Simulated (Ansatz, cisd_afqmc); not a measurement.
System: C2H5, charge 0, doublet. C2H5 (SMILES [CH2]C, doublet).
HTBH set geometry:
```
C
H 1 1.0902
H 1 1.0904 2 108.21
H 1 1.0971 2 106.78 3 -114.56
C 1 1.4901 2 111.58 4 -122.32
H 5 1.0796 1 120.85 2 33.58
H 5 1.0797 6 117.65 1 -170.51
```
Charge 0, spin multiplicity 2.

Total energies in aug-cc-pVTZ, 13 correlated electrons, 2 frozen orbitals. Radicals and triplets start from unrestricted determinants; spin-orbit coupling is neglected. Cores are frozen in correlated methods. No relativity. AFQMC/CISD: phaseless, guided by CISD from CCSD amplitudes; bars are statistical, one sigma. Outlying blocks are dropped, and bars are widened where a walk drifts. Over all cases where full CI ran beside it in this data, AFQMC minus full CI had a median of +0.1 mEh and passed +0.4 mEh in a tenth of the cases.

```tsv
method	program	energy (Eh)	minus AFQMC/CISD (mEh)
HF	Ansatz	-78.62872	380.6 ± 0.3
MP2	Ansatz	-78.96393	45.4 ± 0.3
CCSD	Ansatz	-78.99541	13.9 ± 0.3
CCSD(T)	Ansatz	-79.00795	1.3 ± 0.3
AFQMC/CISD	cisd_afqmc	-79.0093 ± 0.0003	0.0
```

Ansatz is an electronic-structure program.
